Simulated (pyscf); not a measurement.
## Routes from `[OH][GeH3]` + `[GeH4]`

Candidate steps break at most two bonds and form at most two. Each was searched with GFN2-xTB (tblite) first. Single points on ωB97X-D3(BJ)/def2-SVP structures (PySCF, gas phase). Energies: ωB97M-D3(BJ)/def2-TZVP, eV, from the separated reactants, singlet surface; ΔG‡ with ideal gas, 1 atm, RRHO with modes under 100 cm⁻¹ raised to 100, one conformer, R ln 2 for chiral ones without a mode under 150 cm⁻¹.

```
products                          type   ΔE‡     ΔE  ΔG‡ 298 K  ΔG‡ 900 K  ν‡ (cm⁻¹)
----------------  --------------------  ----  -----  ---------  ---------  ---------
H₃Ge–O–GeH₃ + H₂  four-centre exchange  1.86  -0.07       2.19       3.02      1323i
H₃Ge–GeH₃ + H₂O   four-centre exchange  1.89  -0.06       2.31       3.12       395i
```

Plain bond fissions and candidates not yet searched are not listed, and one of them may be faster. Each barrier is that of the saddle found; lower ones may exist. Elements up to Kr have no core potential and no relativistic terms here.
